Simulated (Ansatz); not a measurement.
# NH₄+ (singlet): wave-function methods side by side at a displaced geometry (v2), 6-31G

One table from this session's results is given with a row withheld; the runs are named, their logs left out.

Program: Ansatz 0.2.0, Gaussian basis. Level of theory: 6-31G, core rule «outside noble gas», up to 1 orbitals frozen. These are calculated values, not measurements.

To be run: UHF; CCSD(T) on RHF; BCCD(T) on RHF; CISD; CCSDT(Q) on RHF; CISDTQ; CCSDTQ on RHF; CASSCF and MRCISD+Q, 8 electrons in 8 orbitals; CASSCF and NEVPT2, 8 electrons in 8 orbitals; Full CI.

13 further runs of the same task are left out: 6 that didn't finish, 7 set aside as unsound or not needed.

## The geometry

The geometry is a PBE0/def2-TZVP stationary point (not a proven minimum) with its atoms shifted at random (size 0.100 Å).

5 atoms, charge 1, spin multiplicity 1.

Atoms are counted from 1 here; the program's logs count them from 0.

Bond lengths: N1–H2 0.951 Å, N1–H3 1.092 Å, N1–H4 0.970 Å, N1–H5 1.077 Å. Angles: H2–N1–H3 106.8°, H2–N1–H4 108.4°, H2–N1–H5 126.7°, H3–N1–H4 103.6°, H3–N1–H5 105.0°, H4–N1–H5 104.3°.

As a file:

```csv
atom,x (Å),y (Å),z (Å)
N1,0.0205,0.0108,0.0025
H2,0.4459,0.6115,0.6043
H3,-0.6607,-0.6015,0.5976
H4,-0.5736,0.5211,-0.5701
H5,0.5038,-0.6813,-0.6664
```

The first run:

Contents of in.yaml:

```yaml
crystal:
  periodic: [false, false, false]
  atoms:
    - {symbol: N, position_ang: [0.020478, 0.010809, 0.002493]}
    - {symbol: H, position_ang: [0.445947, 0.611485, 0.604301]}
    - {symbol: H, position_ang: [-0.660697, -0.601487, 0.597591]}
    - {symbol: H, position_ang: [-0.573650, 0.521088, -0.570146]}
    - {symbol: H, position_ang: [0.503835, -0.681297, -0.666393]}
basis:
  gaussian: {orbitals: 6-31G}
total_charge: 1
magnetization: {spin_polarized: true, initial_magnetization: 0}
hamiltonian: {xc: hf}
output: {orbitals: {seedname: orbitals}}
```

On the command line:

```bash
$ ansatz run in.yaml --threads 1 --pin off --events-out ev --progress --plain --max-ram 2176MiB
```

Steps of the session up to this table: UHF; CCSD(T) on RHF; BCCD(T) on RHF; CISD; CCSDT(Q) on RHF; CISDTQ; CCSDTQ on RHF; CASSCF and MRCISD+Q, 8 electrons in 8 orbitals; CASSCF and NEVPT2, 8 electrons in 8 orbitals; Full CI.

One table of the session follows, with a row left open; its other results are not shown here.

It belongs to the step «Misses and costs». 

| method | from FCI (kJ/mol) |
| --- | --- |
| RHF | +353.6 |
| RMP2 | +44.6 |
| CISD | ? |
| RCCSD | +4.6 |
| RCCSD(T) | +1.0 |
| BCCD(T) | +1.0 |
| RCCSDT | +0.7 |
| CISDTQ | +0.5 |
| RCCSDT(Q) | 0.0 |
| RCCSDTQ | 0.0 |
| CASSCF valence | +73.0 |
| NEVPT2 valence | +16.6 |
| MRCISD valence | +0.8 |
| MRCISD+Q valence | 0.0 |
| FCI | 0 |

**Question.** Estimate the row for CISD.

As computed: from FCI (kJ/mol): +18.4. In the column «from FCI (kJ/mol)» it lies between NEVPT2 valence (+16.6) and RMP2 (+44.6).
